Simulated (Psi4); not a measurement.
**CCSD(T)/6-311G(2df,2pd) (density fitting, density fitting for correlation) run of Cl2 (chlorine)**

Aim: the energy change on altering one bond length of Cl2 (chlorine) at CCSD(T)/6-311G(2df,2pd) (density fitting, density fitting for correlation), from 2 runs. 

The results are computed with Psi4 1.11.

2 further runs of the same task are left out: 2 set aside as unsound or not needed.

**1. The system as given**

Cl2 has 2 atoms, charge 0, and is taken as a singlet. As SMILES, `ClCl`. The coordinates come from a GFN2-xTB relaxation.

Bond lengths: Cl1–Cl2 2.016 Å.

**2. A single-point energy at CCSD(T)/6-311G(2df,2pd) (density fitting, density fitting for correlation)**

File cl2.xyz:

```xyz
2
Cl2
Cl     0.859850    -0.286310     0.440860
Cl    -0.859850     0.286310    -0.440860
```

File cl2.py:

```python
import psi4

psi4.set_memory('1600 MB')
psi4.set_num_threads(1)
psi4.set_output_file('cl2.out', False)

with open('cl2.xyz') as f:
    atoms = ''.join(f.readlines()[2:])
mol = psi4.geometry('0 1\n' + atoms + 'no_reorient\nno_com')

psi4.set_options({
    'basis': '6-311G(2df,2pd)',
    'scf_type': 'df',
    'freeze_core': True,
    'cc_type': 'df',
})

result = psi4.energy('ccsd(t)', molecule=mol)
print(f'ccsd(t) energy: {result:.10f} Eh')
```

The run is started by

```console
$ python cl2.py
```

cl2.out:

```text
[...]
  Running in ci symmetry.
[...]
  Nuclear repulsion =   75.873834115185872
[...]
  Multiplicity = 1
[...]
  Nalpha       = 17
  Nbeta        = 17
[...]
    Number of basis functions: 76
[...]
   @DF-RHF iter   1:  -918.96287572776441   -1.95103e-01   3.38348e-03 ADIIS/DIIS
[...]
   @DF-RHF iter   9:  -918.97838093199107    1.13687e-13   1.05335e-09 DIIS
[...]
    Orbital Energies [Eh]
    ---------------------
    Doubly Occupied:
       1Ag  -104.902170     1Au  -104.902168     2Ag   -10.623873
       2Au   -10.623756     3Ag    -8.091677     3Au    -8.091452
       4Au    -8.088396     5Au    -8.088396     4Ag    -8.088389
       5Ag    -8.088389     6Ag    -1.213923     6Au    -1.020753
       7Ag    -0.595233     7Au    -0.569053     8Au    -0.569053
       8Ag    -0.448899     9Ag    -0.448899
[...]
  @DF-RHF Final Energy:  -918.97838093199107
   => Energetics <=
    Nuclear Repulsion Energy =             75.8738341151858720
    One-Electron Energy =               -1420.7954718763035089
    Two-Electron Energy =                 425.9432568291264829
    Total Energy =                       -918.9783809319910688
[...]
 Multipole Moments:
 ------------------------------------------------------------------------------------
     Multipole            Electronic (a.u.)      Nuclear  (a.u.)        Total (a.u.)
 ------------------------------------------------------------------------------------
 L = 1.  Multiply by 2.5417464519 to convert [e a0] to [Debye]
 Dipole X            :          0.0000000            0.0000000            0.0000000
 Dipole Y            :          0.0000000            0.0000000            0.0000000
 Dipole Z            :          0.0000000            0.0000000            0.0000000
 Magnitude           :                                                    0.0000000
[...]
      * MP2 total energy:                  -919.338394451866
[...]
      * CCSD total energy:                 -919.371239918560
[...]
      * CCSD(T) total energy                -919.387799901065
[...]
```

The script printed:

```text
ccsd(t) energy: -919.3877999011 Eh
```

Wall time 4.8 s (1 thread of Intel Xeon 6975P-C (Granite Rapids), shared host); peak memory 0.23 GiB.

**3. The distorted shape**

File job.dat:

```
memory 1600 mb

molecule mol {
  0 1
  Cl
  Cl 1 r2

  r2 = 3.4265
  no_reorient
  no_com
}

set globals {
  basis 6-311G(2df,2pd)
  scf_type df
  freeze_core true
  cc_type df
}

energy("ccsd(t)")
```

The run is started by

```console
$ psi4 -n 1 job.dat job.out
```

job.out:

```text
[...]
  Running in d2h symmetry.
[...]
  Nuclear repulsion =   44.632194333468547
[...]
  Multiplicity = 1
[...]
  Nalpha       = 17
  Nbeta        = 17
[...]
    Number of basis functions: 76
[...]
   @DF-RHF iter   1:  -918.79633186430056   -5.78162e-01   4.26773e-03 ADIIS/DIIS
[...]
   @DF-RHF iter   9:  -918.80610463188623   -1.25056e-12   4.17048e-09 DIIS
[...]
    Orbital Energies [Eh]
    ---------------------
    Doubly Occupied:
       1Ag  -104.927038     1B1u -104.927038     2Ag   -10.645765
       2B1u  -10.645763     3Ag    -8.113185     3B1u   -8.113182
       1B2u   -8.109704     1B3u   -8.109704     1B3g   -8.109704
       1B2g   -8.109704     4Ag    -1.101351     4B1u   -1.087906
       2B3u   -0.516439     2B2u   -0.516439     2B2g   -0.508293
       2B3g   -0.508293     5Ag    -0.422445
[...]
  @DF-RHF Final Energy:  -918.80610463188623
   => Energetics <=
    Nuclear Repulsion Energy =             44.6321943334685471
    One-Electron Energy =               -1357.9326993693593977
    Two-Electron Energy =                 394.4944004040045797
    Total Energy =                       -918.8061046318862282
[...]
 Multipole Moments:
 ------------------------------------------------------------------------------------
     Multipole            Electronic (a.u.)      Nuclear  (a.u.)        Total (a.u.)
 ------------------------------------------------------------------------------------
 L = 1.  Multiply by 2.5417464519 to convert [e a0] to [Debye]
 Dipole X            :          0.0000000            0.0000000            0.0000000
 Dipole Y            :          0.0000000            0.0000000            0.0000000
 Dipole Z            :          0.0000000            0.0000000            0.0000000
 Magnitude           :                                                    0.0000000
[...]
      * MP2 total energy:                  -919.223577071606
[...]
      * CCSD total energy:                 -919.263134502097
[...]
      * CCSD(T) total energy                -919.309093680842
[...]
```

It took 5.7 s on 1 thread of Intel Xeon 6975P-C (Granite Rapids), shared host; peak memory 0.23 GiB.

**4. Summary of results**

At CCSD(T)/6-311G(2df,2pd) (density fitting, density fitting for correlation), 10 core orbitals frozen:

```
                                                           quantity          value
                                          first shape: total energy  -919.38780 Eh
                   first shape: HOMO energy (Hartree–Fock orbitals)      -12.22 eV
                   first shape: LUMO energy (Hartree–Fock orbitals)        0.71 eV
                 first shape: HOMO–LUMO gap (Hartree–Fock orbitals)       12.93 eV
          first shape: correlation energy (10 core orbitals frozen)     -409.4 mEh
                                        first shape: (T) correction     -16.56 mEh
                                         first shape: T1 diagnostic          0.008
                                      distorted shape: total energy  -919.30909 Eh
               distorted shape: HOMO energy (Hartree–Fock orbitals)      -11.50 eV
               distorted shape: LUMO energy (Hartree–Fock orbitals)       -5.55 eV
             distorted shape: HOMO–LUMO gap (Hartree–Fock orbitals)        5.95 eV
      distorted shape: correlation energy (10 core orbitals frozen)     -503.0 mEh
                                    distorted shape: (T) correction     -45.96 mEh
                                     distorted shape: T1 diagnostic          0.022
energy change with the Cl1–Cl2 bond stretched from 2.016 to 3.426 Å       2.142 eV
```

**Reading.** One bond (distorted shape) is far stretched, which a spin-restricted single reference describes badly; perturbation theory on it can break down and give far too much correlation. With the Cl1–Cl2 bond stretched from 2.016 to 3.426 Å the energy rises by 2.14 eV (49 kcal/mol). The first shape isn't relaxed at this level, so the change isn't measured from a minimum. A restricted reference can't describe the breaking bond well at this length. The triples (first shape) make up 4.0 % of the correlation energy. The T1 diagnostic (distorted shape) of 0.022 is above the customary mark for such species, so a single reference may not serve. The triples (distorted shape) make up 9.1 % of the correlation energy.
